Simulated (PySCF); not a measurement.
**NH4⁺, singlet in 6-31G: errors against full CI**

Geometry: a point of a stretch scan, not a stationary point.

```xyz
5

N     0.0803   -0.0804    0.0811
H     0.6707    0.5119    0.6713
H    -0.5126   -0.6687    0.6727
H    -1.9463    1.9483   -1.9638
H     0.6719   -0.6741   -0.5066
```

Basis 6-31G; PySCF 2.14.0. Only valence electrons are correlated (noble-gas cores frozen), which leaves 8 electrons in 16 orbitals. R marks a restricted (for open shells ROHF) determinant, U an unrestricted one.

Full CI is exact within this basis and frozen core; it isn't the basis-set limit. The frozen core follows each run's orbitals, which can shift R against U totals by a few meV.

Unrestricted rows (U) aren't spin-pure: their determinants' ⟨S²⟩ exceeds S(S+1) by up to 1.00, so they mix in states of higher spin.

RHF is unstable: UHF (⟨S²⟩ = 1.00) lies 3.45 eV below the lowest RHF solution. Higher spins weren't run at this geometry and may lie near or lower.

```
UHF ⟨S²⟩                          : 1.005
T1 diagnostic (ROHF- or RHF-based CCSD)             : 0.1642
largest doubles amplitude (ROHF- or RHF-based CCSD) : 0.063
```

Problem. From what is known of these methods and the diagnostics, rank them by the size of their error in total energy against full CI in 6-31G, smallest first (an estimate: the text doesn't fix the numbers).
A. UCCSDT
B. RHF
C. UCCSD
D. UHF
E. UMP2

Solution. A (11 meV), C (45 meV), E (495 meV), D (2886 meV), B (6340 meV).

All errors are against full CI in 6-31G. With T1 at 0.164 and a doubles amplitude of 0.06 one determinant is a poor start. Within each family the higher level lies nearer, as is usual though not guaranteed.

The full-CI state has the irrep A' of Cs, in the program's axes (one component, if the state is degenerate).

Its occupations show that no single determinant describes this state well.

Natural occupations of full CI about the gap: 1.981 1.969 1.969 1.142 0.853 0.025 0.025 0.020 0.006 0.003; effectively unpaired electrons, Σ n²(2−n)², 1.93.
